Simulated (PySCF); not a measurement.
Gas-phase reaction: SiH2Cl2 + H2 ⇌ SiH4 + Cl2

Computed with PySCF and rigid-rotor harmonic-oscillator thermochemistry at 1 bar. 'Table' is the NASA 1993 thermochemical table (part measured, part estimated). † marks an energy on the PBE0/def2-TZVP geometry and frequencies; other levels use their own. CCSD(T) freezes the core. 6-31G* has spherical d functions here. All species are closed-shell singlets. B3LYP is the form with VWN-RPA correlation. CCSD(T) isn't extrapolated to the basis-set limit; its ΔH°(298 K) is 332.5 kJ in def2-SVP and 341.4 kJ in def2-TZVPP. The harmonic model lacks anharmonicity and excited electronic states, which grow with temperature; levels with a mode under 35 cm⁻¹ are left out. The table's entry may be an old estimate for SiH2Cl2 (not checked at source).

ΔH° and ΔS° at 298 K: table 355 kJ, 10 J/K; B3LYP/6-31G* 324 kJ, 11 J/K; CCSD(T)/def2-SVP† 332 kJ, 10 J/K; CCSD(T)/def2-TZVPP† 341 kJ, 10 J/K.

Q: With the heat capacities included, give log10 K at 500, 1000, 1200, 1600, 2000 K for each.

A: 
```
T (K)  table  B3LYP/6-31G*  CCSD(T)/def2-SVP†  CCSD(T)/def2-TZVPP†
-----  -----  ------------  -----------------  -------------------
500    -36.6         -33.4              -34.3                -35.2
1000   -18.3         -16.7              -17.2                -17.6
1200   -15.3         -13.9              -14.3                -14.7
1600   -11.5         -10.5              -10.8                -11.1
2000    -9.2          -8.4               -8.7                 -8.9
```
Ten kJ in ΔG° is worth 1.04 decades in K at 500 K and 0.26 at 2000 K. Holding ΔH° and ΔS° at their 298 K values would give -8.7 (table), -7.9 (B3LYP/6-31G*), -8.2 (CCSD(T)/def2-SVP†) at 2000 K.
